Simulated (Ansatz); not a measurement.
**C2⁺, doublet in 6-31G: errors against full CI**

Geometry: that of the C2, singlet, kept fixed.

```xyz
2

C     0.0000    0.0000    0.0000
C     0.0000    0.0000    1.2462
```

Basis 6-31G; Ansatz 0.2.0. Correlated methods freeze the noble-gas cores, which leaves 7 electrons in 16 orbitals. R marks a restricted (for open shells ROHF) determinant, U an unrestricted one. Active spaces: valence = (7e, 8o) chosen from the atoms' valence shells.

Full CI is exact within this basis and frozen core; it isn't the basis-set limit. The frozen core follows each run's orbitals, which can shift R against U totals by a few meV.

Coupled cluster chose its determinant by a search with trial CCSD, here up to 0.55 eV above the lowest Hartree–Fock solution of its kind.

- UHF ⟨S²⟩: 2.098
- T1 diagnostic (RCCSD): 0.0425
- largest doubles amplitude (RCCSD): 0.418

| level | E − E(full CI) (mEh) | share of correlation (%) | wall time |
| --- | --- | --- | --- |
| RCCSD* | 19.13 | 92.82 | – |
| RCCSD(T)* | 0.03 | 99.99 | 1.3 s |
| BCCD(T)* | 0.43 | 99.84 | 1.5 s |
| RCCSDT* | 1.87 | 99.30 | – |
| RCCSDT(Q)* | -0.81 | 100.31 | 7 s |
| RCCSDTQ* | 0.37 | 99.86 | 33 s |
| CASSCF (valence space) | 26.33 | 90.12 | – |
| NEVPT2 (valence space) | 7.25 | 97.28 | 2 s |
| MRCISD (valence space) | 0.46 | 99.83 | – |
| MRCISD+Q (valence space) | 0.12 | 99.95 | 2.7 s |

An asterisk marks runs whose energy the program itself flagged as in doubt.

The correlation energy at full CI, counted from the determinant under the R cluster runs, is -7.250 eV. That run took 6.5 s on 1 thread of Arm Neoverse V1, shared host over 127,400 determinants.

Run but not shown, since their state, orbitals or frozen core can't be matched to the reference's or they repeat it: RHF, UHF, RMP2, UMP2, CISD, UCCSD, UCCSD(T), UCCSDT, CISDTQ, UCCSDT(Q), UCCSDTQ.

Times hold each run's SCF and search for its determinant on a shared host, so for small cases they say little of a method's own cost; they ran on 1 thread of Arm Neoverse V1.

More than 5 meV below full CI, which no variational method can be: RCCSDT(Q).

The full-CI state has the irrep B3u of D2h, in the program's axes (one component, if the state is degenerate).

Natural occupations of full CI about the gap: 1.975 1.863 1.542 0.957 0.441 0.133 0.056 0.014 0.005 0.004; effectively unpaired electrons, Σ n²(2−n)², 2.11. No single determinant describes this state well, so single-reference rows can miss without a flag.
